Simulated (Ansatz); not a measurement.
# Two structures, one formula

Two relaxed structures of BH3SO, singlet (PBE0-D4/def2-TZVP; forces vanish, vibrations not checked).

A:

```
atom    x (Å)    y (Å)    z (Å)
  O1   0.3152  -0.2839   1.0500
  B2   0.1769   0.1684  -0.2194
  S3  -1.3364  -0.1381  -1.1411
  H4  -1.9702  -0.8171  -0.1686
  H5   1.0397   0.7827  -0.7786
  H6   1.1645  -0.0588   1.4365
```

B:

```xyz
6
angstrom
O -1.3087 0.3304 -0.4861
B -0.2007 0.3890 -0.9454
S 1.1969 -0.9122 1.7598
H -0.1370 -1.0256 1.6593
H 0.8564 0.4699 -1.4449
H 1.1010 0.2944 2.3388
```

Ansatz 0.2.0; basis: def2-TZVPP; cores frozen in the correlated methods. B3LYP uses VWN-RPA correlation.

**Question.** Which structure is lower at CCSD(T), and by how much? (To be estimated.)

**Answer.** The calculation gives: A, by 108.9 kJ/mol (electronic energy, against the other). By their contacts, A is BH₃SO ([OH][BH][SH]) and B is a complex of BHO ([BH][O]) + H₂S.

All methods give the same order:

```csv
method,E(B) − E(A) (kJ/mol)
PBE-D4,117.3
r2SCAN-D4,123.6
PBE0-D4,130.2
B3LYP-D4,106.5
wB97M-V,113.0
HF,113.5
MP2,107.7
CCSD,111.1
CCSD(T),108.9
```

The T1 diagnostic stays at or below 0.017.

Labels in which every atom is bracketed show which atoms are joined, not bond orders.

For scale, one of the runs: CCSD(T)/def2-TZVPP, 146 basis functions, launched by `ansatz run in.yaml --threads 2 --pin off --events-out ev --progress --plain --max-ram 4352MiB`. The run took 12 s on 2 CPU threads of an Arm Neoverse V1 (shared host), with 0.87 GiB of host memory at its peak.
